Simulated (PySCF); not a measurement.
Potential energy of AlB⁺ along the bond

Set-up: PySCF, no relativity, basis sets Al def2-SVPD, B def2-SVPD. Energies in eV from Al⁺ + B in their ground configurations at the same level. State: ²Σ⁺ (doublet), unpaired electrons σ ↑.

```json
{"R (Å)": "2.341", "UHF-CCSD(T)": "", "r²SCAN": "-0.7583"}
{"R (Å)": "2.450", "UHF-CCSD(T)": "-0.5877", "r²SCAN": "-0.8751"}
{"R (Å)": "2.559", "UHF-CCSD(T)": "-0.6530", "r²SCAN": "-0.9374"}
{"R (Å)": "2.640", "UHF-CCSD(T)": "-0.6769", "r²SCAN": "-0.9587"}
{"R (Å)": "2.722", "UHF-CCSD(T)": "-0.6854", "r²SCAN": "-0.9644"}
{"R (Å)": "2.804", "UHF-CCSD(T)": "-0.6826", "r²SCAN": "-0.9585"}
{"R (Å)": "2.913", "UHF-CCSD(T)": "-0.6667", "r²SCAN": "-0.9382"}
{"R (Å)": "3.049", "UHF-CCSD(T)": "-0.6346", "r²SCAN": "-0.9003"}
{"R (Å)": "3.212", "UHF-CCSD(T)": "-0.5867", "r²SCAN": "-0.8450"}
{"R (Å)": "3.430", "UHF-CCSD(T)": "", "r²SCAN": "-0.7659"}
```

Q: Put a parabola through the three lowest points of the UHF-CCSD(T) curve and estimate Re, k and ωe (reduced mass 7.819 u; 1 eV/Å² = 0.16022 mdyn/Å; ωe = 1302.8·√(k/μ) cm⁻¹).

A: Through R = 2.64, 2.722, 2.804 Å the second-order coefficient is 0.840 eV/Å², so Re ≈ 2.743 Å, k ≈ 0.269 mdyn/Å and ωe ≈ 242 cm⁻¹. A polynomial fit of higher order to the unrounded UHF-CCSD(T) energies gives Re = 2.739 Å, k = 0.252 mdyn/Å, ωe = 234 cm⁻¹; anharmonicity and rounding make the difference.

The higher-order fit for each curve: UHF-CCSD(T): Re = 2.739 Å, ωe = 234 cm⁻¹, De = 0.69 eV; r²SCAN: Re = 2.717 Å, ωe = 247 cm⁻¹, De = 0.96 eV.

Correlated steps freeze 6 core orbitals. Correlated levels converge slowly with the basis: in double zeta they bind strong bonds too weakly, by up to about 1 eV, and carry superposition errors of some tenths. For an ion De counts to the pair picked by the measured ionisation energies or electron affinities, which need not be the lowest pair at this level. The state was picked by a PBE0 search and need not be the measured ground state.
